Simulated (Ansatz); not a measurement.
The input, for Ansatz 0.2.0:

```yaml
crystal:
  periodic: [false, false, false]
  atoms:
    - {symbol: H, position_ang: [-2.437180, 0.000000, -0.000002]}
    - {symbol: H, position_ang: [-1.407180, 0.000000, -0.000001]}
    - {symbol: Si, position_ang: [0.080820, 0.000000, 0.000000]}
    - {symbol: H, position_ang: [0.530794, -1.416253, 0.000001]}
    - {symbol: H, position_ang: [0.530794, 0.708126, -1.226511]}
    - {symbol: H, position_ang: [0.530793, 0.708127, 1.226511]}
basis:
  gaussian: {orbitals: 6-31G}
magnetization: {spin_polarized: false, initial_magnetization: 1}
correlation: {method: fci, electrons: outside_noble_gas}
```

```sh
$ ansatz run in.yaml --threads 1 --pin off --events-out ev --progress --plain --max-ram 2393MiB
```

Log:

```
506 factors; integrals over basis functions are off by at most 8.1e-8 eV
mean field evaluation 1: about -7935.3015 eV, gradient 8.1e0 eV
mean field evaluation 2: about -7935.3053 eV, gradient 8.1e0 eV
mean field evaluation 4: about -7935.9090 eV, gradient 8.7e-1 eV
mean field evaluation 8: about -7935.9339 eV, gradient 7.4e-3 eV
mean field -7935.93386576 eV, -291.6401903974 hartree, gradient 1.1e-6 eV, S^2 0.750000; 0 other end points of the search recorded, 0 dependent functions left out
mean field evaluation 16: about -7935.9109 eV, gradient 2.7e0 eV
5 core orbitals not correlated: weight in the atoms' cores, before any rotation towards them, 1.000 or more for the frozen orbitals, at most 0.000 for the correlated occupied ones
reference -7935.93386576 eV, -291.6401903974 hartree; 5, 4 occupied and 13, 14 virtual orbitals, 506 factors
state -7938.56067625 eV, -291.7367239024 hartree
Total energy: -7938.56067625 eV, -291.7367239024 hartree
```

Natural occupations: 1.9789 1.9649 1.9642 1.9642 0.9977 0.0307 0.0256 0.0246 0.0246 0.0049 0.0049 0.0047 0.0041 0.0026 0.0012 0.0010 0.0010 0.0003.

Ran on 1 thread of Intel Xeon Platinum 8488C, shared host: 71 s wall, 1.3 GiB peak host memory.
